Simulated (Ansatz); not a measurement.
A made-up structure of CH$_{4}$NSi (charge +1), closed shell:

```tsv
atom	x (Å)	y (Å)	z (Å)
C1	1.2448	-0.3086	0.9315
Si2	-0.2696	0.0759	0.4408
N3	-1.1534	0.2835	-1.0185
H4	-1.8509	-0.4253	-1.2454
H5	-1.4214	1.2353	-1.2688
H6	1.5288	-0.3675	1.9511
H7	2.0362	-0.5222	0.2595
```

It is relaxed with PBE-D4/def2-SVP and then PBE0-D4/def2-TZVP (Ansatz 0.2.0). Atoms count as bonded within 1.22 times the sum of their covalent radii (H–H: 0.88 Å). The end point is not checked to be a true minimum.

(1) Does its bonding change? (Judge from chemistry; the calculation decides.)

## Answers

(1) Computed: No: no bond forms or breaks.

Where it ends: The first stage lowers the energy by 0.69 eV in 20 steps. It ends as CH₄NSi ([CH2][Si][NH2]), total charge +1:
```
7
angstrom
C 1.2264 -0.4943 0.8694
Si 0.1339 0.5051 -0.0036
N -1.2488 0.3716 -0.8709
H -1.7239 -0.5106 -1.0271
H -1.7117 1.1612 -1.3035
H 1.2275 -0.4010 1.9570
H 2.2112 -0.6609 0.4288
```

Labels in which every atom is bracketed show which atoms are joined, not bond orders.

For scale, one of the runs: PBE0-D4/def2-TZVP relaxation, 123 basis functions, launched by `ansatz run in.yaml --threads 2 --pin off --events-out ev --progress --plain --max-ram 4352MiB`. The run took about 16 s on 2 CPU threads of an Arm Neoverse V2 (shared host).
